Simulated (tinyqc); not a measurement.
Orbital energy against energy difference: ionisation energy by orbital energies and by energy differences in the 6-31g basis, for HF, spin multiplicity 1. Computed by the program tinyqc with PySCF. The cation is unrestricted; errors are against CCSD(T) in this basis, not against experiment.

Geometry (angstrom):
```
atom       x       y       z
F     0.0000  0.0000  0.0000
H     0.0000  0.0000  0.8460
```

CCSD(T) difference in the same basis = 15.5881 eV

IP-EOM-CCSD = 15.2828 eV

First vertical ionisation energy (eV):
```
method     -e(HOMO)  E(cation) - E  error of -e(HOMO)  error of the difference
HF          17.3492      14.561427             1.7610                  -1.0267
PBE          8.3544      16.016459            -7.2338                   0.4283
B3LYP       10.4428      16.090667            -5.1453                   0.5025
PBE0        10.8939      15.973282            -4.6942                   0.3852
CAM-B3LYP   12.3961      16.080204            -3.1921                   0.4921
LC-wPBE     13.7247      16.140282            -1.8635                   0.5522
```

Estimate the missing row, method = LDA.

Computed row:
```
method  -e(HOMO)  E(cation) - E  error of -e(HOMO)  error of the difference
LDA       8.4677      16.419322            -7.1204                   0.8312
```

Koopmans errs by +1.76 eV and Delta-HF by -1.03 eV: relaxation, 2.79 eV, lowers the value and the missing correlation difference works against it. The PBE level is off by -7.2 eV through the wrong tail of its potential, though its energy difference is off by +0.43 eV; exact exchange deepens the level, and among the orbital energies HF comes closest; among the differences PBE0 does.
